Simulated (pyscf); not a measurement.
Elementary routes open to H₂C=CH–SiH₃ in the gas phase (singlet surface):
A. cyclic C₂H₆Si (SMILES C1C[SiH2]1) (H–Si broken; C–Si, C–H formed)
B. H₃C–CH=SiH₂ (H–Si broken; C–H formed)

Optimised with ωB97X-D3(BJ)/def2-SVP in PySCF. Correlated levels are frozen-core, on RHF or UHF. ΔMP2 is the change of the MP2 total energy from the triple- to the quadruple-zeta basis.

**Question.** Rank the routes by free-energy barrier at 298 K, lowest first, for CCSD(T)/def2-TZVPP + ΔMP2(QZVPP) energies (ideal gas, 1 atm, RRHO with modes under 100 cm⁻¹ raised to 100, one conformer, R ln 2 for rigid chiral ones).

**Answer.** A (290.7 kJ/mol), B (301.9 kJ/mol)

Route A is the fastest of these, ahead of the next by 11.2 kJ/mol. The most stable products are those of A (ΔG = +46.6 kJ/mol), so kinetics and thermodynamics agree. At 1200 K A is still the fastest. Only these routes are compared; each barrier is that of the saddle found, and lower ones may exist. The CCSD(T) − MP2 part came from Ansatz, without density fitting, on the same reference. The largest closed-shell T1 diagnostic is 0.030, which may signal static correlation.
